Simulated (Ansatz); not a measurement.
Heating and cooling a random packing of Sr13Li7Mg4

A packing of 24 atoms, thrown in at random and pushed apart as soft spheres with like charges further apart (7 Li, 4 Mg, 13 Sr) went through Langevin stages in a fixed cell of 42.05 Å³/atom, at one k point, without spin and with a Fermi–Dirac width of kT (0.05 eV at least). Level of theory: DFT PBE, scalar-relativistic, plane waves, PAW (Ansatz 0.2.0).

```
thermostat (K) duration (fs) friction (1/fs) cutoff (eV) mean T (K) mean P (GPa) mean square displacement (Å²)
          1240             36            0.030          320         911           1.0                           0.08
          1240            111            0.030          420        1384           1.0                           0.71
           890             64            0.030          420        1087           0.8                           0.43
           500             51            0.030          420         651           0.3                           0.13
           300             60            0.030          420         381           0.1                           0.13
```

Means run over the second half of a stage; pressure includes the kinetic part; displacements count from the stage's start, the atoms' common shift taken off. In so short a run the atoms moved about a bond length or less in the hot stages, so this is an annealed packing, not a quenched equilibrium liquid.

Cell and atoms were then relaxed on coarser meshes and computed once more: Cutoff 420 eV; k points 3×3×4 on the computed 24-atom cell (Γ-centred); Gaussian smearing, width 0.10 eV; no spin polarisation.

What structure is left?

One draw of many: 39.79 Å³/atom with no gap on the mesh, 0.06 eV/atom above the elements' standard states (static lattices, no corrections for gases) (a random packing after short dynamics, relaxed).

Counting as bonded all pairs within 1.3 times the summed covalent radii:

```
atom → neighbour mean count mean length (Å) spread (Å)
         Li → Li        2.29             2.96        0.17
         Li → Mg        0.57             3.07        0.07
         Li → Sr        5.57             3.68        0.24
         Mg → Li        1.00             3.07        0.07
         Mg → Mg        1.00             3.31        0.07
         Mg → Sr        7.00             3.80        0.22
         Sr → Li        3.00             3.68        0.24
         Sr → Mg        2.15             3.80        0.22
         Sr → Sr        7.85             4.27        0.29
```

Angles between all pairs of such bonds at an atom (mean ± spread): 99 ± 32° at Li, 98 ± 33° at Mg, 96 ± 34° at Sr.

```
CELL_PARAMETERS angstrom
9.72905 -0.84498 0.04992
-0.86228 10.54884 0.34133
0.02074 0.38084 9.38353
ATOMIC_POSITIONS crystal
Sr 0.99176 0.80749 0.60521
Sr 0.45172 0.28280 0.44238
Sr 0.17613 0.49441 0.56933
Sr 0.68595 0.91650 0.12892
Sr 0.40504 0.57471 0.15564
Sr 0.33733 0.90860 0.36766
Sr 0.39457 0.04049 0.79320
Sr 0.02471 0.16099 0.32124
Sr 0.07411 0.85118 0.03017
Sr 0.05617 0.47306 0.99398
Sr 0.67078 0.29352 0.07599
Sr 0.59492 0.66331 0.53298
Sr 0.00838 0.15923 0.78665
Li 0.69371 0.05976 0.47674
Li 0.69854 0.65676 0.90645
Li 0.81582 0.48385 0.72842
Li 0.69865 0.92034 0.75802
Li 0.77183 0.60269 0.21674
Li 0.04242 0.63027 0.30430
Li 0.69634 0.23318 0.70494
Mg 0.43165 0.40851 0.81649
Mg 0.82559 0.39525 0.43150
Mg 0.29605 0.20726 0.07524
Mg 0.35285 0.70791 0.80632
```

Cost: 6 runs of about 53 core-minutes in all (earlier runs that led there not counted), on Arm Neoverse V2 (shared hosts).